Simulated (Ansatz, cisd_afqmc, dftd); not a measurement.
Species: C2H3N, charge 0, singlet. C2H3N (acetonitrile, SMILES CC#N).
B3LYP-D3(BJ)/def2-TZVP minimum from Ansatz (a program for electronic structure):
```xyz
6

C     -0.0055     0.0046    -1.1739
C      0.0013    -0.0011     0.2805
N      0.0067    -0.0056     1.4298
H     -0.0055     1.0296    -1.5454
H      0.8782    -0.5072    -1.5556
H     -0.8946    -0.5041    -1.5473
```

Wanted: atomisation energy (electronic, to ground-state atoms), in kJ/mol. Open shells are spin-unrestricted; no spin-orbit coupling. Cores are frozen in correlated methods. Rows without X2C or -DK are non-relativistic. AFQMC/CISD: phaseless, guided by CISD from CCSD amplitudes; bars are statistical, one sigma. Outlying blocks are dropped, and bars are widened where a walk drifts. Over all cases where full CI ran beside it in this data, AFQMC minus full CI had a median of +0.1 mEh and passed +0.4 mEh in a tenth of the cases. CBS(X,Y): correlation extrapolated as X^-3, Hartree-Fock from the larger set (Q,5: extrapolated as (X+1)exp(-9√X)). A bracket is a step between two methods taken in the basis named. Functionals run without relativity, which enters their misses. 'core' is core correlation in cc-pwCVTZ, 'X2C' scalar relativity in cc-pVTZ-DK, both at CCSD(T). Where a partner has so few electrons that a lower coupled-cluster level is exact, that level stands in.

| level | program | atomisation energy (kJ/mol) | difference against the last row |
|---|---|---|---|
| HF/cc-pVDZ | Ansatz | 1775.2 | -804.6 |
| B3LYP-D3(BJ)/def2-TZVPD | Ansatz + dftd3 | 2588.1 | 8.3 |
| B3LYP/def2-TZVPD | Ansatz | 2575.6 | -4.2 |
| CAM-B3LYP/def2-TZVPD | Ansatz | 2582.3 | 2.5 |
| AFQMC/CISD/cc-pVDZ | cisd_afqmc | 2367.5 ± 1.2 | -212.3 |
| CCSD(T)/CBS(cc-pVQZ,cc-pV5Z) + [CCSDT(Q) - CCSD(T)]/cc-pVDZ + core + X2C | Ansatz | 2579.8 | 0.0 |
